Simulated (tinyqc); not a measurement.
Inside a calculation. Method: CIS on RHF in the sto-3g basis, frozen core, for H2O, spin multiplicity 1. Computed by tinyqc, a small Python program that keeps every step (integrals from PySCF). Settings: charge = 0, multiplicity = 1, basis = sto-3g, method = RHF, frozen orbitals = 1, energy threshold = 1e-10, iteration cap = 71, orthogonalisation = canonical, start = Wolfsberg-Helmholz matrix, DIIS depth = 6. Command: `OMP_NUM_THREADS=1 python tinyqc.py 26413 26414 out.jsonl` (the two numbers bound the seeds that draw the settings). One thread of a shared host (Intel(R) Xeon(R) Processor @ 2.60GHz), about 0.08 s of CPU time with the checks. The early iterations of the SCF are left out here.

## One-electron integrals

Geometry (angstrom):
```
atom         x          y         z
O     0.000000   0.000000  0.000000
H     0.000000   0.780000  0.607000
H     0.000000  -0.827000  0.643000
```

Basis sto-3g: exponents (1/bohr^2) and contraction coefficients of normalised primitives:
```
element  l (shell)    exponent  coefficient
O            s (1)  130.709320     0.154329
O            s (1)   23.808861     0.535328
O            s (1)    6.443608     0.444635
O            s (2)    5.033151    -0.099967
O            s (2)    1.169596     0.399513
O            s (2)    0.380389     0.700115
O            p (3)    5.033151     0.155916
O            p (3)    1.169596     0.607684
O            p (3)    0.380389     0.391957
H            s (1)    3.425251     0.154329
H            s (1)    0.623914     0.535328
H            s (1)    0.168855     0.444635
```

Overlap, kinetic and nuclear-attraction integrals over the contracted functions; the nuclear repulsion is the sum of Za Zb / Rab.

nuclear repulsion = 8.65372640 hartree

overlap S, lower triangle:
```
           1O 1s     1O 2s    1O 2px     1O 2py    1O 2pz     2H 1s     3H 1s
1O 1s   1.000000
1O 2s   0.236704  1.000000
1O 2px  0.000000  0.000000  1.000000
1O 2py  0.000000  0.000000  0.000000   1.000000
1O 2pz  0.000000  0.000000  0.000000   0.000000  1.000000
2H 1s   0.050123  0.454585  0.000000   0.301801  0.234863  1.000000
3H 1s   0.043521  0.417473  0.000000  -0.284664  0.221329  0.219673  1.000000
```

kinetic energy T (hartree), lower triangle:
```
            1O 1s     1O 2s    1O 2px     1O 2py    1O 2pz     2H 1s     3H 1s
1O 1s   29.003200
1O 2s   -0.168011  0.808128
1O 2px   0.000000  0.000000  2.528731
1O 2py   0.000000  0.000000  0.000000   2.528731
1O 2pz   0.000000  0.000000  0.000000   0.000000  2.528731
2H 1s   -0.004488  0.114158  0.000000   0.205860  0.160201  0.760032
3H 1s   -0.007135  0.089494  0.000000  -0.173346  0.134778  0.001995  0.760032
```

nuclear attraction V (hartree), lower triangle:
```
             1O 1s       1O 2s     1O 2px      1O 2py      1O 2pz      2H 1s      3H 1s
1O 1s   -61.659019
1O 2s    -7.429385  -10.082935
1O 2px    0.000000    0.000000  -9.937099
1O 2py   -0.001259   -0.012946   0.000000  -10.072681
1O 2pz   -0.016898   -0.202478   0.000000   -0.007223  -10.019140
2H 1s    -1.617152   -3.650388   0.000000   -2.154165   -1.738404  -5.700488
3H 1s    -1.401227   -3.291024   0.000000    1.979855   -1.599652  -1.356590  -5.493207
```

core Hamiltonian H = T + V (hartree), lower triangle:
```
             1O 1s      1O 2s     1O 2px     1O 2py     1O 2pz      2H 1s      3H 1s
1O 1s   -32.655819
1O 2s    -7.597396  -9.274807
1O 2px    0.000000   0.000000  -7.408367
1O 2py   -0.001259  -0.012946   0.000000  -7.543950
1O 2pz   -0.016898  -0.202478   0.000000  -0.007223  -7.490408
2H 1s    -1.621640  -3.536230   0.000000  -1.948305  -1.578203  -4.940457
3H 1s    -1.408363  -3.201530   0.000000   1.806509  -1.464873  -1.354595  -4.733175
```

## Two-electron integrals

Functions are numbered as in S; the eight-fold symmetry (ij|kl) = (ji|kl) = (kl|ij) leaves the list below.

Two-electron integrals (ij|kl) in chemists' order, unique and non-zero (hartree):
```
(11|11) 4.785065    (21|11) 0.741380    (21|21) 0.136873    (22|11) 1.118947
(22|21) 0.256633    (22|22) 0.817206    (31|31) 0.024477    (32|31) 0.037809
(32|32) 0.180518    (33|11) 1.115814    (33|21) 0.256684    (33|22) 0.817023
(33|33) 0.880159    (41|41) 0.024477    (42|41) 0.037809    (42|42) 0.180518
(43|43) 0.047444    (44|11) 1.115814    (44|21) 0.256684    (44|22) 0.817023
(44|33) 0.785270    (44|44) 0.880159    (51|51) 0.024477    (52|51) 0.037809
(52|52) 0.180518    (53|53) 0.047444    (54|54) 0.047444    (55|11) 1.115814
(55|21) 0.256684    (55|22) 0.817023    (55|33) 0.785270    (55|44) 0.785270
(55|55) 0.880159    (61|11) 0.159382    (61|21) 0.029172    (61|22) 0.054327
(61|33) 0.054223    (61|41) 0.001062    (61|42) 0.001985    (61|44) 0.054422
(61|51) 0.000826    (61|52) 0.001545    (61|54) 0.000155    (61|55) 0.054344
(61|61) 0.006298    (62|11) 0.382402    (62|21) 0.088780    (62|22) 0.312381
(62|33) 0.307120    (62|41) 0.005253    (62|42) 0.039897    (62|44) 0.316767
(62|51) 0.004088    (62|52) 0.031048    (62|54) 0.007508    (62|55) 0.312962
(62|61) 0.019281    (62|62) 0.147050    (63|31) 0.009354    (63|32) 0.054218
(63|43) 0.008319    (63|53) 0.006474    (63|63) 0.021114    (64|11) 0.215523
(64|21) 0.050691    (64|22) 0.190471    (64|33) 0.181802    (64|41) 0.011986
(64|42) 0.077297    (64|44) 0.204144    (64|51) 0.002048    (64|52) 0.017961
(64|54) 0.010913    (64|55) 0.185257    (64|61) 0.011503    (64|62) 0.108908
(64|64) 0.100855    (65|11) 0.167721    (65|21) 0.039448    (65|22) 0.148226
(65|33) 0.141479    (65|41) 0.002048    (65|42) 0.017961    (65|44) 0.145919
(65|51) 0.010948    (65|52) 0.068195    (65|54) 0.011773    (65|55) 0.157115
(65|61) 0.008951    (65|62) 0.084753    (65|64) 0.062055    (65|65) 0.069406
(66|11) 0.517542    (66|21) 0.122110    (66|22) 0.492196    (66|33) 0.472220
(66|41) 0.009477    (66|42) 0.098771    (66|44) 0.509165    (66|51) 0.007375
(66|52) 0.076864    (66|54) 0.028750    (66|55) 0.494594    (66|61) 0.026767
(66|62) 0.289813    (66|64) 0.245100    (66|65) 0.190738    (66|66) 0.774606
(71|11) 0.138169    (71|21) 0.025302    (71|22) 0.047162    (71|33) 0.047070
(71|41) -0.000922   (71|42) -0.001729   (71|44) 0.047246    (71|51) 0.000717
(71|52) 0.001344    (71|54) -0.000137   (71|55) 0.047176    (71|61) 0.005378
(71|62) 0.016213    (71|64) 0.008826    (71|65) 0.007533    (71|66) 0.022250
(71|71) 0.004738    (72|11) 0.344415    (72|21) 0.080019    (72|22) 0.283113
(72|33) 0.278236    (72|41) -0.004750   (72|42) -0.036658   (72|44) 0.287184
(72|51) 0.003693    (72|52) 0.028502    (72|54) -0.006957   (72|55) 0.283646
(72|61) 0.016832    (72|62) 0.108614    (72|64) 0.055225    (72|65) 0.061073
(72|66) 0.176740    (72|71) 0.015091    (72|72) 0.122595    (73|31) 0.008272
(73|32) 0.048520    (73|43) -0.007568   (73|53) 0.005884    (73|63) 0.014917
(73|73) 0.017244    (74|11) -0.198603   (74|21) -0.046729   (74|22) -0.176518
(74|33) -0.168554   (74|41) 0.010697    (74|42) 0.070095    (74|44) -0.189023
(74|51) -0.001886   (74|52) -0.016775   (74|54) 0.010031    (74|55) -0.171778
(74|61) -0.009391   (74|62) -0.057043   (74|64) -0.014570   (74|65) -0.031341
(74|66) -0.082565   (74|71) -0.009193   (74|72) -0.092857   (74|74) 0.086760
(75|11) 0.154416    (75|21) 0.036332    (75|22) 0.137244    (75|33) 0.131052
(75|41) -0.001886   (75|42) -0.016775   (75|44) 0.135199    (75|51) 0.009738
(75|52) 0.061562    (75|54) -0.010792   (75|55) 0.145327    (75|61) 0.007977
(75|62) 0.061978    (75|64) 0.030851    (75|65) 0.049237    (75|66) 0.110452
(75|71) 0.007147    (75|72) 0.072197    (75|74) -0.054050   (75|75) 0.059268
(76|11) 0.134751    (76|21) 0.031583    (76|22) 0.120869    (76|33) 0.118047
(76|41) -0.000036   (76|42) -0.000427   (76|44) 0.120440    (76|51) 0.002287
(76|52) 0.020785    (76|54) -0.000116   (76|55) 0.123990    (76|61) 0.006787
(76|62) 0.056281    (76|64) 0.035785    (76|65) 0.036537    (76|66) 0.114283
(76|71) 0.005896    (76|72) 0.051936    (76|74) -0.034232   (76|75) 0.034318
(76|76) 0.026763    (77|11) 0.491794    (77|21) 0.116113    (77|22) 0.471860
(77|33) 0.452951    (77|41) -0.008738   (77|42) -0.093619   (77|44) 0.487935
(77|51) 0.006794    (77|52) 0.072789    (77|54) -0.027200   (77|55) 0.474100
(77|61) 0.024375    (77|62) 0.187164    (77|64) 0.084727    (77|65) 0.115075
(77|66) 0.324687    (77|71) 0.022080    (77|72) 0.260007    (77|74) -0.224757
(77|75) 0.174750    (77|76) 0.114283    (77|77) 0.774606
```

## Orthogonalisation

S = U s U^T; canonical form X = U s^(-1/2), so that X^T S X = 1. Each column of U has its largest component positive (the first on a tie).

eigenvalues of S: 0.376626  0.466075  0.885574  1.000000  1.096272  1.318564  1.856889

X:
```
                1          2          3         4          5          6         7
1O 1s   -0.309980   0.086422   0.747747  0.000000  -0.617070  -0.006252  0.160272
1O 2s    1.095250  -0.233389  -0.296633  0.000000  -0.303937  -0.011563  0.430071
1O 2px   0.000000   0.000000   0.000000  1.000000   0.000000   0.000000  0.000000
1O 2py   0.227254   0.869675  -0.002825  0.000000   0.008880   0.689803  0.017020
1O 2pz   0.509286  -0.110817   0.654265  0.000000   0.634825  -0.010544  0.201724
2H 1s   -0.910770  -0.642921  -0.158916  0.000000   0.131584   0.356741  0.392307
3H 1s   -0.467945   0.949566  -0.169618  0.000000   0.136502  -0.393732  0.364691
```

## Iteration 8 (converged): orbitals

converged F (hartree), lower triangle:
```
             1O 1s      1O 2s     1O 2px     1O 2py     1O 2pz      2H 1s      3H 1s
1O 1s   -20.241585
1O 2s    -5.163075  -2.428787
1O 2px    0.000000   0.000000  -0.388651
1O 2py   -0.001246  -0.014291   0.000000  -0.278811
1O 2pz   -0.027731  -0.102685   0.000000  -0.014889  -0.316985
2H 1s    -1.110835  -0.969798   0.000000  -0.390080  -0.357242  -0.538893
3H 1s    -0.965781  -0.879137   0.000000   0.370357  -0.341068  -0.325976  -0.469724
```

Diagonalise F' = X^T F X, C = X C', fill 5 alpha and 5 beta electrons from the bottom; D = 2 C_occ C_occ^T. Each column has its largest component positive (the first on a tie).

F' = X^T F X (hartree), lower triangle:
```
           1          2          3          4          5          6          7
1   0.111996
2   0.193663   0.597801
3   1.729928  -0.584613  -8.929433
4   0.000000   0.000000   0.000000  -0.388651
5  -1.270695   0.474987   8.866597   0.000000  -9.590025
6   0.018718   0.114192   0.104787   0.000000  -0.117832  -0.577071
7   0.232440  -0.125372  -3.845586   0.000000   4.156157   0.044995  -2.915483
```

orbital energies (hartree): MO1 -20.250168, MO2 -1.241017, MO3 -0.586635, MO4 -0.446061, MO5 -0.388651, MO6 0.542059, MO7 0.679607

coefficients C:
```
              MO1        MO2        MO3        MO4       MO5        MO6        MO7
1O 1s    0.994267  -0.235239   0.010349   0.099391  0.000000   0.119770   0.030788
1O 2s    0.025406   0.855193  -0.055608  -0.513706  0.000000  -0.757839  -0.214945
1O 2px   0.000000   0.000000   0.000000   0.000000  1.000000   0.000000   0.000000
1O 2py   0.000365   0.014219   0.605219  -0.025734  0.000000   0.197576  -0.937012
1O 2pz   0.003808   0.110153   0.035671   0.762484  0.000000  -0.721240  -0.168916
2H 1s   -0.005692   0.164237   0.453328   0.276990  0.000000   0.584331   0.957032
3H 1s   -0.004995   0.142765  -0.442449   0.325412  0.000000   0.884939  -0.592366
```

D after iteration 8, lower triangle:
```
            1O 1s      1O 2s    1O 2px     1O 2py    1O 2pz      2H 1s     3H 1s
1O 1s    2.107781
1O 2s   -0.455095   1.997972
1O 2px   0.000000   0.000000  2.000000
1O 2py   0.001447  -0.016532  0.000000   0.734310
1O 2pz   0.108054  -0.598755  0.000000   0.007069  1.189605
2H 1s   -0.024145  -0.054381  0.000000   0.539136  0.490881   0.618471
3H 1s   -0.021572  -0.041196  0.000000  -0.548249  0.496092  -0.173926  0.644122
```

## Convergence

Stop when the energy changes by less than 1e-10 hartree and every element of the error matrix X^T (F D S - S D F) X is below 3e-06.

Course of the cycle:
```
iteration   E (hartree)     change  largest element of the error matrix
1          -74.60740268          -                             6.36e-01
2          -74.94161386  -3.34e-01                             1.56e-01
3          -74.95969668  -1.81e-02                             3.77e-02
4          -74.96120124  -1.50e-03                             7.15e-03
5          -74.96128009  -7.89e-05                             1.35e-03
6          -74.96128469  -4.60e-06                             2.61e-05
7          -74.96128470  -1.02e-09                             6.13e-06
8          -74.96128470  -9.63e-11                             7.09e-07
```

PySCF RHF in the same basis = -74.96128470 hartree

Converged in 8 iterations.

## Integrals over molecular orbitals

(pq|rs) = sum C_ip C_jq C_kr C_ls (ij|kl), one index at a time.

one-electron integrals over orbitals h = C^T H C (hartree), lower triangle:
```
            1          2          3          4          5          6          7
1  -32.638622
2    0.561714  -7.616876
3   -0.024298   0.023759  -6.216323
4   -0.224533   0.475936  -0.086122  -6.822291
5    0.000000   0.000000   0.000000   0.000000  -7.408367
6   -0.275316   1.271300  -0.379480   1.174192   0.000000  -5.331313
7   -0.070530   0.341670   1.687776   0.153031   0.000000   0.050300  -5.555895
```

Two-electron integrals over orbitals (pq|rs), unique and non-zero (hartree); the lowest 1 orbital is frozen and left out:
```
(22|22) 0.724953    (32|22) 0.007310    (32|32) 0.138780    (33|22) 0.632574
(33|32) -0.003168   (33|33) 0.616864    (42|22) -0.007782   (42|32) 0.001828
(42|33) 0.005331    (42|42) 0.126899    (43|22) 0.007703    (43|32) 0.023299
(43|33) 0.004246    (43|42) -0.009061   (43|43) 0.051020    (44|22) 0.669822
(44|32) -0.008377   (44|33) 0.585366    (44|42) -0.100834   (44|43) 0.009738
(44|44) 0.749133    (52|52) 0.146598    (53|52) -0.004806   (53|53) 0.027994
(54|52) -0.045888   (54|53) 0.002771    (54|54) 0.052830    (55|22) 0.749462
(55|32) -0.004524   (55|33) 0.618100    (55|42) -0.073950   (55|43) 0.011351
(55|44) 0.713587    (55|55) 0.880159    (62|22) -0.133871   (62|32) 0.012610
(62|33) -0.070697   (62|42) -0.025685   (62|43) -0.007000   (62|44) -0.074281
(62|55) -0.147037   (62|62) 0.096401    (63|22) 0.036225    (63|32) 0.036331
(63|33) 0.021830    (63|42) -0.015343   (63|43) 0.033225    (63|44) 0.027701
(63|55) 0.043371    (63|62) -0.021050   (63|63) 0.075983    (64|22) -0.108012
(64|32) -0.015203   (64|33) -0.045206   (64|42) 0.039625    (64|43) -0.009355
(64|44) -0.125727   (64|55) -0.129542   (64|62) 0.057766    (64|63) -0.031691
(64|64) 0.083032    (65|52) -0.054308   (65|53) 0.006583    (65|54) -0.001641
(65|65) 0.036108    (66|22) 0.602727    (66|32) -0.036129   (66|33) 0.563639
(66|42) 0.052142    (66|43) -0.022725   (66|44) 0.551164    (66|55) 0.584686
(66|62) -0.091420   (66|63) -0.015504   (66|64) -0.040028   (66|66) 0.607402
(72|22) -0.036398   (72|32) -0.044184   (72|33) -0.013162   (72|42) 0.000447
(72|43) 0.031628    (72|44) -0.024975   (72|55) -0.039436   (72|62) 0.009490
(72|63) 0.028097    (72|64) 0.017696    (72|66) -0.024521   (72|72) 0.067177
(73|22) -0.143513   (73|32) 0.017293    (73|33) -0.087583   (73|42) 0.075186
(73|43) -0.001371   (73|44) -0.149974   (73|55) -0.189676   (73|62) 0.068429
(73|63) -0.016323   (73|64) 0.081797    (73|66) -0.047727   (73|72) 0.025094
(73|73) 0.151556    (74|22) -0.010085   (74|32) 0.073600    (74|33) -0.008671
(74|42) 0.000869    (74|43) 0.002832    (74|44) -0.018587   (74|55) -0.016218
(74|62) 0.014713    (74|63) 0.042767    (74|64) -0.005052   (74|66) -0.031323
(74|72) -0.013670   (74|73) 0.023363    (74|74) 0.067333    (75|52) -0.014112
(75|53) -0.022812   (75|54) 0.001428    (75|65) 0.002880    (75|75) 0.025411
(76|22) 0.004673    (76|32) 0.085178    (76|33) -0.006730   (76|42) 0.012788
(76|43) 0.048294    (76|44) -0.013992   (76|55) -0.004452   (76|62) -0.006023
(76|63) 0.055494    (76|64) -0.015765   (76|66) -0.036130   (76|72) 0.006437
(76|73) 0.024570    (76|74) 0.050597    (76|76) 0.097511    (77|22) 0.620339
(77|32) 0.041712    (77|33) 0.597586    (77|42) -0.013866   (77|43) 0.025023
(77|44) 0.592265    (77|55) 0.618167    (77|62) -0.064695   (77|63) 0.047918
(77|64) -0.053288   (77|66) 0.542886    (77|72) -0.015317   (77|73) -0.082757
(77|74) 0.020231    (77|76) 0.035822    (77|77) 0.627480
```

## CIS matrix, singlets

A(ia,jb) = (e_a - e_i) d_ij d_ab + 2 (ia|jb) - (ij|ab).

CIS matrix A, singlet (hartree), lower triangle:
```
           2>6        2>7        3>6       3>7       4>6       4>7       5>6       5>7
2>6   1.373152
2>7   0.014307   1.434640
3>6  -0.005972  -0.028985   0.717021
3>7   0.051680   0.008475  -0.025915  0.971768
4>6   0.063389   0.022605  -0.040658  0.115300  0.603019
4>7   0.016638  -0.013473   0.037240  0.021703  0.003889  0.668070
5>6   0.000000   0.000000   0.000000  0.000000  0.000000  0.000000  0.418241
5>7   0.000000   0.000000   0.000000  0.000000  0.000000  0.000000  0.010212  0.500914
```

## CIS singlet states

dipole integrals <i|r|a> (bohr):
```
             x          y          z
2>6   0.000000   0.001462   0.079432
2>7   0.000000   0.118935   0.038302
3>6   0.000000   0.842189  -0.139450
3>7   0.000000   0.195856   0.649778
4>6   0.000000  -0.210803   0.524830
4>7   0.000000   0.684653   0.072249
5>6  -0.071210   0.000000   0.000000
5>7  -0.015737   0.000000   0.000000
```

Diagonalise A (1 hartree = 27.211386 eV); each vector has its largest component positive (the first on a tie). The transition dipole is mu = sqrt2 sum c_ia <i|r|a>.

singlet excitation energies (eV): 11.347096  13.664369  15.242210  17.579012  20.102919  27.141722  37.621112  39.259334

lowest vectors:
```
       state 1   state 2    state 3    state 4    state 5    state 6
2>6   0.000000  0.000000  -0.055382  -0.024366  -0.001321  -0.175546
2>7   0.000000  0.000000  -0.014921  -0.002817   0.048055  -0.031818
3>6   0.000000  0.000000   0.212307  -0.445898   0.861111  -0.111372
3>7   0.000000  0.000000  -0.241001  -0.130376   0.117967   0.942099
4>6   0.000000  0.000000   0.943842   0.114016  -0.136782   0.257287
4>7   0.000000  0.000000  -0.052127   0.877825   0.472812   0.044957
5>6   0.992677  0.120799   0.000000   0.000000   0.000000   0.000000
5>7  -0.120799  0.992677   0.000000   0.000000   0.000000   0.000000
```

oscillator strengths 2/3 w |mu|^2: 0.002631  0.000393  0.075623  0.034929  1.212386  0.754998

## CIS matrix, triplets

A(ia,jb) = (e_a - e_i) d_ij d_ab - (ij|ab).

CIS matrix A, triplet (hartree), lower triangle:
```
           2>6        2>7        3>6        3>7       4>6       4>7       5>6       5>7
2>6   1.180350
2>7  -0.004673   1.300286
3>6   0.036129  -0.085178   0.565055
3>7  -0.085178  -0.041712   0.006730   0.668657
4>6  -0.052142  -0.012788   0.022725  -0.048294  0.436955
4>7  -0.012788   0.013866  -0.048294  -0.025023  0.013992  0.533403
5>6   0.000000   0.000000   0.000000   0.000000  0.000000  0.000000  0.346025
5>7   0.000000   0.000000   0.000000   0.000000  0.000000  0.000000  0.004452  0.450091
```

## CIS triplet states

Diagonalise A (1 hartree = 27.211386 eV); each vector has its largest component positive (the first on a tie).

triplet excitation energies (eV): 9.410637  11.262371  12.252782  13.568695  15.982644  18.303251  32.616089  35.744299

lowest vectors:
```
       state 1    state 2   state 3   state 4    state 5    state 6
2>6   0.000000   0.094125  0.000000  0.024578  -0.072330   0.121501
2>7   0.000000   0.005028  0.000000  0.057060   0.097375   0.075803
3>6   0.000000  -0.216388  0.000000  0.545207   0.794437   0.092725
3>7   0.000000   0.201758  0.000000  0.179702  -0.176417   0.931949
4>6   0.000000   0.939342  0.000000  0.206720   0.142291  -0.226443
4>7   0.000000  -0.145675  0.000000  0.789850  -0.550260  -0.226029
5>6   0.999090   0.000000  0.042661  0.000000   0.000000   0.000000
5>7  -0.042661   0.000000  0.999090  0.000000   0.000000   0.000000
```
